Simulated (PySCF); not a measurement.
**Computed and reference excited states of `C=C(C)C`**

Published values to compare with (the computed states carry no symmetry labels, so the two lists aren't matched line by line):

```csv
state,E (eV),f,kind of transition,source
3A1(π→π*),4.21,,band maximum or as reported,[1]
3A1(π→π*),4.53,,vertical absorption,[2]
1B1(π→3s),6.15,,band maximum or as reported,[1]
1B1(π→3s),6.46,0.006,vertical absorption,[2]
1B1(π→3s),6.48,,vertical absorption,[3]
1A1(π→3p),7.01,,vertical absorption,[3]
1A1(π→3p),7.01,0.228,vertical absorption,[2]
```

[1] measured, gas; Loos, Lipparini, Boggio-Pasqua, Scemama, Jacquemin (2019), arXiv:1912.04173, literature columns
[2] computed, theoretical best estimate (aug-cc-pVTZ, frozen core, CC3 geometry), gas; Veril, Scemama, Caffarel, Lipparini, Boggio-Pasqua, Jacquemin, Loos, WIREs Comput. Mol. Sci. 2021, 11, e1517 (QUESTDB)
[3] computed, theoretical best estimate (aug-cc-pVTZ), revised with CC4, gas; Loos, Lipparini, Matthews, Blondel, Jacquemin, revising reference values with EOM-CC4 (2022), arXiv:2204.11658

C₄H₈.
Geometry (PBE0-D3(BJ)/def2-TZVP, Å), atoms numbered from 1 in this order:
```xyz
12
C4H8 angstrom
C      1.333   -0.337    0.709
C      0.188   -0.048    0.099
C     -1.075   -0.798    0.380
C      0.081    1.045   -0.916
H      2.241    0.216    0.494
H      1.400   -1.134    1.442
H     -1.853   -0.121    0.749
H     -0.924   -1.585    1.119
H     -1.468   -1.253   -0.536
H      1.032    1.558   -1.061
H     -0.246    0.644   -1.881
H     -0.669    1.784   -0.616
```

Computed with PySCF 2.14.0, density-fitted response routines, TDDFT CAM-B3LYP/aug-cc-pVTZ, vertical, gas phase, core orbitals frozen in the response. Geometry: PBE0-D3(BJ)/def2-TZVP; no solvent, vibrations or thermal averaging.

Computed singlets: 6.18 eV (f 0.005); 6.68 eV (f 0.245); 6.91 eV (f 0.025); 6.94 eV (f 0.000); 7.49 eV (f 0.000); 7.61 eV (f 0.003); 7.64 eV (f 0.087); 7.86 eV (f 0.019); 7.99 eV (f 0.001); 8.28 eV (f 0.000). Computed triplets (Tamm–Dancoff): 4.37, 6.11, 6.88, 6.93 eV.

**Question.** How does the lowest computed singlet compare with the best estimate listed for the lowest singlet (vertical absorption)?

**Answer.** 6.18 eV against 6.46 eV for 1B1(π→3s) [2]: a difference of -0.28 eV. Geometry and basis of the two calculations needn't be the same.

**Question.** How does the lowest computed triplet compare with the best estimate listed for the lowest triplet (vertical absorption)?

**Answer.** 4.37 eV against 4.53 eV for 3A1(π→π*) [2]: a difference of -0.16 eV. Geometry and basis of the two calculations needn't be the same.

Note on [3]: revises the 2021 QUESTDB value.

A measured band maximum holds vibronic effects and, in solution, solvent shifts, so it needn't equal the vertical energy.

Time: 40 s; peak memory 1.4 GiB. Hardware: one thread of an Arm Neoverse V2, shared host with 96 logical CPUs at a one-minute load of 19.
